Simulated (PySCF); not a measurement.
**SF: basis, grid and Hamiltonian**

Aim: see how much the energy and properties of SF depend on the numerical set-up.

Method: method and basis as typed in the scripts; program: PySCF 2.14.0.

1 further run of the same task is left out (it didn't finish).

## (1) Where the work starts

SF: 2 atoms, charge 0, spin multiplicity 2.

Bond lengths: S1–F2 1.600 Å.

## (2) Base script

File input.py:

```python
from pyscf import gto, scf, cc

mol = gto.M(
    atom='S 0 0 0; F 0 0 1.6',
    basis='cc-pvdz',
    charge=0,
    spin=1,
    verbose=4,
)
mf = scf.UHF(mol)
mf.kernel()
mycc = cc.CCSD(mf)
mycc.kernel()
mycc.ccsd_t()
mf.dip_moment()
print('orbital energies (hartree):', [e[max(0, n-3):n+3].round(4) for e, n in zip(mf.mo_energy, mol.nelec)])
```

Command:

```console
$ OMP_NUM_THREADS=1 python input.py
```

Its log is not repeated here.

Base result: E(SCF) = -496.907601 Eh, 11 cycles, E(CCSD) − E(SCF) = -0.31828 Eh, (T) = -0.00651 Eh, ⟨S²⟩ = 0.761, μ = 1.50 D (of the SCF density).

The bond length is a typed value, not an optimised one.

## (3) Density fitting def2-universal-jkfit

Run 1 changes density fitting: none → def2-universal-jkfit.

File input.py:

```python
from pyscf import gto, scf, cc

mol = gto.M(
    atom='S 0 0 0; F 0 0 1.6',
    basis='cc-pvdz',
    charge=0,
    spin=1,
    verbose=4,
)
mf = scf.UHF(mol)
mf = mf.density_fit(auxbasis='def2-universal-jkfit')
mf.kernel()
mycc = cc.CCSD(mf)
mycc.kernel()
mycc.ccsd_t()
mf.dip_moment()
print('orbital energies (hartree):', [e[max(0, n-3):n+3].round(4) for e, n in zip(mf.mo_energy, mol.nelec)])
```

Command:

```console
$ OMP_NUM_THREADS=1 python input.py
```

## (4) X2c-svpall (X2C on)

Run 2 changes basis set: cc-pvdz → x2c-svpall; spin-free X2C: off → on.

input.py, as its differences from that of step 2:

```diff
@@ -4,3 +4,3 @@
     atom='S 0 0 0; F 0 0 1.6',
-    basis='cc-pvdz',
+    basis='x2c-svpall',
     charge=0,
@@ -10,2 +10,3 @@
 mf = scf.UHF(mol)
+mf = mf.sfx2c1e()
 mf.kernel()
```

## (5) Jorge-dzp-dkh (X2C on)

Run 3 changes basis set: cc-pvdz → jorge-dzp-dkh; spin-free X2C: off → on.

input.py, as its differences from that of step 2:

```diff
@@ -4,3 +4,3 @@
     atom='S 0 0 0; F 0 0 1.6',
-    basis='cc-pvdz',
+    basis='jorge-dzp-dkh',
     charge=0,
@@ -10,2 +10,3 @@
 mf = scf.UHF(mol)
+mf = mf.sfx2c1e()
 mf.kernel()
```

## (6) Cartesian functions on

Run 4 changes Cartesian functions: off → on.

input.py, as its differences from that of step 2:

```diff
@@ -7,2 +7,3 @@
     spin=1,
+    cart=True,
     verbose=4,
```

## (7) 6-31g

Run 5 changes basis set: cc-pvdz → 6-31g.

input.py, as its differences from that of step 2:

```diff
@@ -4,3 +4,3 @@
     atom='S 0 0 0; F 0 0 1.6',
-    basis='cc-pvdz',
+    basis='6-31g',
     charge=0,
```

What does the calculation give? Wanted: for each run, E(SCF); from base; gap, α spin; SCF dipole; after the SCF.

As calculated:

```csv
run,E(SCF) (hartree),from base (eV),cycles,"gap, α spin (eV)",SCF dipole (D),functions,after the SCF
base,-496.907601,0,11,14.17,1.50,32,CCSD(T) correlation -8.838 eV
density fitting def2-universal-jkfit,-496.907530,+0.0020,11,14.17,1.50,32,CCSD(T) correlation -8.839 eV
x2c-svpall (X2C on),-497.847872,not comparable,11,14.41,1.58,32,CCSD(T) correlation -8.833 eV
jorge-dzp-dkh (X2C on),-498.095885,not comparable,12,14.04,1.55,39,CCSD(T) correlation -10.551 eV
Cartesian functions on,-496.908726,-0.0306,12,14.16,1.47,34,CCSD(T) correlation -9.045 eV
6-31g,-496.829813,+2.1167,11,14.25,1.82,22,CCSD(T) correlation -4.730 eV
```

What this shows: The largest comparable shift of the SCF energy, +2.117 eV, comes with the run “6-31g”. 6-31g (22 functions) gives an energy 2.12 eV higher than cc-pvdz (32).
